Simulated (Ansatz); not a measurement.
**AlSiH (singlet): from Hartree-Fock to the top rungs at a displaced geometry (v2), 6-31G**

The task here is to estimate one member of a computed series from the others.

Computed with Ansatz 0.2.0, Gaussian basis. Level: 6-31G, core rule «outside noble gas», up to 10 orbitals frozen.

To be run: UHF; CCSD(T) on RHF; CCSD(T) on UHF; BCCD(T) on RHF; CISD; CCSDT(Q) on RHF; CCSDT(Q) on UHF; CCSDTQ on RHF; CCSDTQ on UHF; CASSCF and MRCISD+Q, 8 electrons in 9 orbitals; CASSCF and NEVPT2, 8 electrons in 9 orbitals; Full CI.

14 further runs of the same task are left out: 7 that didn't finish, 7 set aside as unsound or not needed. Runs told in other sessions of the task aren't counted.

### The system

The geometry is a PBE0/def2-TZVP stationary point (not a proven minimum) with its atoms shifted at random (size 0.100 Å).

3 atoms, charge 0, spin multiplicity 1.

Atoms are counted from 1 here; the program's logs count them from 0.

Bond lengths: Si1–Al2 2.348 Å, Al2–H3 1.605 Å. Angles: Si1–Al2–H3 173.1°.

Geometry (Å):

```xyz
3

Si    0.08438    0.00522    2.09580
Al   -0.08050    0.01360   -0.24641
H    -0.00388   -0.01883   -1.84939
```

The first run:

The input, in.yaml:

```yaml
crystal:
  periodic: [false, false, false]
  atoms:
    - {symbol: Si, position_ang: [0.084376, 0.005225, 2.095802]}
    - {symbol: Al, position_ang: [-0.080498, 0.013599, -0.246408]}
    - {symbol: H, position_ang: [-0.003878, -0.018825, -1.849394]}
basis:
  gaussian: {orbitals: 6-31G}
magnetization: {spin_polarized: true, initial_magnetization: 0}
hamiltonian: {xc: hf}
output: {orbitals: {seedname: orbitals}}
```

On the command line:

```console
$ ansatz run in.yaml --threads 1 --pin off --events-out ev --progress --plain --max-ram 2393MiB
```

Among the steps run: UHF; CCSD(T) on RHF; CCSD(T) on UHF; BCCD(T) on RHF; CISD; CCSDT(Q) on RHF; CCSDT(Q) on UHF; CCSDTQ on RHF; CCSDTQ on UHF; CASSCF and MRCISD+Q, 8 electrons in 9 orbitals; CASSCF and NEVPT2, 8 electrons in 9 orbitals; Full CI.

One table of the session follows, with a row left open; its other results are not shown here.

| method | from FCI (meV) |
| --- | --- |
| RHF | +2880.8 |
| RMP2 | +912.0 |
| CISD | ? |
| RCCSD | +195.3 |
| RCCSD(T) | +110.6 |
| BCCD(T) | +113.6 |
| RCCSDT | +50.1 |
| RCCSDT(Q) | +10.4 |
| RCCSDTQ | +2.4 |
| CASSCF valence | +648.8 |
| NEVPT2 valence | +200.5 |
| MRCISD valence | +16.5 |
| MRCISD+Q valence | +2.1 |
| FCI | 0 |

Q: Estimate the row for CISD from the others.

The run gave: from FCI (meV): +387.6. In the column «from FCI (meV)» it lies between NEVPT2 valence (+200.5) and CASSCF valence (+648.8).

Left out of the table: UHF, UMP2, UCCSD, UCCSD(T), UCCSDT, UCCSDT(Q), UCCSDTQ (another determinant or state than the rows shown). UCCSDT(Q) lies 0.61 eV below the table's zero, so the state tabled may not be the lowest.

To keep in mind: The report flags that the cluster equations may have other roots. The program flags RCCSDT(Q), RCCSDTQ as in doubt, so those rows may rest on another solution.
